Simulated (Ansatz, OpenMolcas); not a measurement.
NO2F (nitryl fluoride): from total energies to a heat of formation

NO2F: 4 atoms, total charge 0, spin state singlet. As SMILES, `O=[N+]([O-])F`. The shape is that of a PBE0-D4/def2-TZVP optimisation.

Total energies at PBE/cc-pVTZ (OpenMolcas 26.06); the atoms run unrestricted:

```tsv
species	state	energy (Eh)
NO2F	singlet	-304.739219
O	triplet	-75.004909
N	quartet	-54.529675
F	doublet	-99.661348
```

Harmonic wavenumbers at PBE0-D4/def2-TZVP, in cm⁻¹: 597, 621, 796, 867, 1412, 1924.

Measured heats of formation of the gaseous atoms at 298.15 K, in kJ/mol: O 249.2, N 472.4, F 79.4. Spin-orbit lowering of the atoms at 298 K (mean of the ground term's levels less their thermal mean, from spectra), in kJ/mol: O 0.40, F 1.29. Take 1 Eh = 2625.50 kJ/mol, 1 cm⁻¹ = 0.0119627 kJ/mol, RT = 2.479 kJ/mol.

Problem. Work out the heat of formation of the gas at 298 K.

Solution. 
1. Electronic atomisation energy: 2 × (-75.004909) + (-54.529675) + (-99.661348) − (-304.739219) = 0.538378 Eh = 1413.5 kJ/mol.
2. Zero-point energy: half the sum of the wavenumbers, 3108.5 cm⁻¹ = 37.2 kJ/mol.
3. Thermal vibrational enthalpy, Σ hcν̃/(exp(hcν̃/kT) − 1): 1.2 kJ/mol. Translation, rotation and pV of a non-linear molecule: 4 RT = 9.9 kJ/mol.
4. The 4 free atoms carry 5/2 RT each: 24.8 kJ/mol.
5. Spin-orbit coupling lowers the free atoms by 2 × 0.40 + 1.29 = 2.1 kJ/mol.
6. Atomisation enthalpy at 298 K: 1413.5 − 2.1 − 37.2 − 1.2 − 9.9 + 24.8 = 1387.9 kJ/mol.
7. Sum of the atoms' heats of formation: 1050.2 kJ/mol. Heat of formation: 1050.2 − 1387.9 = -337.7 kJ/mol.

The tabulated value is -108.8 kJ/mol (NIST-JANAF tables), so this level is off by -228.9 kJ/mol, or 19.8 % of the atomisation enthalpy. Gradient-corrected functionals often overbind somewhat. Anharmonicity and any spin-orbit splitting of the molecule are left out.
